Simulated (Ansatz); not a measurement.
## Worked example: correlation energy of [H···H···OH], doublet

Geometry: a point of a hydrogen-transfer path between rigid fragments, not a stationary point.

```json
{"atom": "H", "x (Å)": "-2.0718", "y (Å)": "0.0498", "z (Å)": "0.0000"}
{"atom": "H", "x (Å)": "-0.8328", "y (Å)": "0.0498", "z (Å)": "0.0000"}
{"atom": "O", "x (Å)": "0.1572", "y (Å)": "0.0498", "z (Å)": "0.0000"}
{"atom": "H", "x (Å)": "0.4091", "y (Å)": "-0.8901", "z (Å)": "0.0000"}
```

Basis cc-pVDZ; Ansatz 0.2.0. Only valence electrons are correlated (noble-gas cores frozen), which leaves 9 electrons in 28 orbitals. Prefix R: restricted or restricted open-shell reference; prefix U: unrestricted.

Full CI isn't at hand for all of this; UCCSDTQ serves as the reference, and is uncertain by about the last step of the cluster series.

Runs differ by some tens of microhartree through their thresholds and, for an open shell, their frozen cores, so steps under 0.03 kcal/mol mean nothing.

```tsv
level	total energy (hartree)
UHF	-76.507455
UMP2	-76.714670
UCCSD	-76.725225
UCCSD(T)	-76.728738
UCCSDT	-76.728964
UCCSDT(Q)	-76.729491
UCCSDTQ	-76.729453
```

Problem. What is the correlation energy at UCCSDTQ, and what share of it do UMP2 and UCCSDT recover?

Solution. E(corr) = -76.729453 − (-76.507455) = -0.221998 hartree = -6.041 eV. UMP2: -0.207215 / -0.221998 = 93.34 %. UCCSDT: -0.221509 / -0.221998 = 99.78 %.

Problem. By how many kcal/mol does UCCSD(T) miss UCCSDTQ (1 hartree = 627.509 kcal/mol), and which steps make up the rest?

Solution. -76.728738 − (-76.729453) = 0.000715 hartree = 0.45 kcal/mol. Steps: UCCSDT − UCCSD(T) = -0.14, UCCSDT(Q) − UCCSDT = -0.33, UCCSDTQ − UCCSDT(Q) = 0.02 kcal/mol. That is within 1 kcal/mol of the reference in this basis, which itself misses far more of the correlation at the basis-set limit.
